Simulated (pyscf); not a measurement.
Optimised with ωB97X-D3(BJ)/def2-SVP in PySCF. Correlated levels are frozen-core, on RHF or UHF. ΔMP2 is the change of the MP2 total energy from the triple- to the quadruple-zeta basis.

**Question.** Estimate by transition-state theory (the high-pressure limit) the rate constant of `[OH][B]([F])[F]` → `[O]=[B][F]` + `[FH]` (singlet surface; H–O, B–F broken, F–H formed) at 600 K, with CCSD(T)/def2-TZVPP + ΔMP2(QZVPP) energies (ideal gas, 1 atm, RRHO with modes under 100 cm⁻¹ raised to 100, one conformer, R ln 2 for rigid chiral ones; no tunnelling).

**Answer.** The electronic barrier is 66.6 kcal/mol and the thermal terms add -3.4, so ΔG‡ = 63.2 kcal/mol. With k_BT/h = 1.25e+13 s⁻¹ and RT = 1.192 kcal/mol, k = 1.2e-10 s⁻¹; so small a molecule is far into fall-off at 1 atm, where the true rate is lower. Wigner's tunnelling factor for 842i cm⁻¹ would be 1.17. A shift of 1 kcal/mol in the barrier changes k by a factor 2.3. On the product side the descent ends in a complex, 6.1 kcal/mol under the separated species and 9.7 kcal/mol under the saddle at ωB97X-D3(BJ)/def2-TZVP. This is the saddle that the search found; another between the same sides may lie lower. The CCSD(T) − MP2 part came from Ansatz, without density fitting, on the same reference.
